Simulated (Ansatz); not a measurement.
**SiH₅ (doublet): from Hartree-Fock to the top rungs at distance Si1–H5 along a hydrogen transfer = 1.820 Å, cc-pVDZ**

How much of the correlation energy of SiH₅ (doublet) does each wave-function method recover here?

Method: cc-pVDZ, core rule «outside noble gas», up to 5 orbitals frozen; program: Ansatz 0.2.0, Gaussian basis.

To be run: UHF; CCSD(T) on ROHF; CCSD(T) on UHF; BCCD(T) on ROHF; CISD; CCSDT(Q) on ROHF; CCSDT(Q) on UHF; CASSCF and MRCISD+Q, 3 electrons in 3 orbitals; CASSCF and NEVPT2, 3 electrons in 3 orbitals; CASSCF and MRCISD+Q, 9 electrons in 9 orbitals; CASSCF and NEVPT2, 9 electrons in 9 orbitals.

7 further runs of the same task are left out: 7 that didn't finish.

## 1. What is computed

The geometry derives from fragments relaxed apart (PBE0/def2-TZVP) and kept rigid, so it is no stationary point. A hydrogen atom is moved between rigid fragments.

6 atoms, charge 0, spin multiplicity 2.

Atoms are counted from 1 here; the program's logs count them from 0.

Bond lengths: Si1–H2 1.485 Å, Si1–H3 1.485 Å, Si1–H4 1.485 Å. Angles: H2–Si1–H3 109.5°, H2–Si1–H4 109.5°, H3–Si1–H4 109.5°.

## 2. UHF

in.yaml

```yaml
crystal:
  periodic: [false, false, false]
  atoms:
    - {symbol: Si, position_ang: [-0.095921, 0.000000, 0.000000]}
    - {symbol: H, position_ang: [-0.590793, 1.399708, 0.000000]}
    - {symbol: H, position_ang: [-0.590793, -0.699854, 1.212183]}
    - {symbol: H, position_ang: [-0.590793, -0.699854, -1.212183]}
    - {symbol: H, position_ang: [1.724079, 0.000000, 0.000000]}
    - {symbol: H, position_ang: [2.721079, 0.000000, 0.000000]}
basis:
  gaussian: {orbitals: cc-pVDZ}
magnetization: {spin_polarized: true, initial_magnetization: 1}
hamiltonian: {xc: hf}
output: {orbitals: {seedname: orbitals}}
```

Run with:

```sh
> ansatz run in.yaml --threads 1 --pin off --events-out ev --progress --plain --max-ram 2393MiB
```

The runs that follow: CCSD(T) on ROHF; CCSD(T) on UHF; BCCD(T) on ROHF; CISD; CCSDT(Q) on ROHF; CCSDT(Q) on UHF; CASSCF and MRCISD+Q, 3 electrons in 3 orbitals; CASSCF and NEVPT2, 3 electrons in 3 orbitals; CASSCF and MRCISD+Q, 9 electrons in 9 orbitals; CASSCF and NEVPT2, 9 electrons in 9 orbitals.

Q: Predict the results of all the runs planned. Wanted: UCCSDT(Q) below the RHF energy; RMP2 from UCCSDT(Q); UMP2 from UCCSDT(Q); RCCSD from UCCSDT(Q); RCCSD(T) from UCCSDT(Q); UCCSD(T) from UCCSDT(Q); RCCSDT(Q) from UCCSDT(Q); NEVPT2 pair from UCCSDT(Q); NEVPT2 valence from UCCSDT(Q).

As calculated:

```
                         quantity                                                                     value
   UCCSDT(Q) below the RHF energy                                                                -4.7615 eV
              RMP2 from UCCSDT(Q)                                                               +1078.3 meV
              UMP2 from UCCSDT(Q)                                                               +1101.8 meV
             RCCSD from UCCSDT(Q)                                                                +109.9 meV
          RCCSD(T) from UCCSDT(Q)                                                                 +23.4 meV
          UCCSD(T) from UCCSDT(Q)                                                                 +24.5 meV
         RCCSDT(Q) from UCCSDT(Q)                                                                  +0.2 meV
       NEVPT2 pair from UCCSDT(Q)                                                                +984.0 meV
    NEVPT2 valence from UCCSDT(Q)                                                                +891.2 meV
  MRCISD+Q valence from UCCSDT(Q)                                                                 +18.9 meV
levels within 1 kcal/mol (43 meV)  RCCSD(T), UCCSD(T), BCCD(T), RCCSDT, UCCSDT, RCCSDT(Q), MRCISD+Q valence
                    T1 diagnostic                                                                     0.023
   effectively unpaired electrons                                                                      1.02
```

What this shows: RCCSD(T) misses by +23.4 meV, 0.5 % of the correlation energy. One determinant dominates. Of the multireference levels listed MRCISD+Q valence comes nearest in total energy (+18.9 meV), which doesn't show that its space is the better one. These misses are within one basis, not against nature; the frozen cores of restricted and unrestricted runs differ, which can shift their rows.
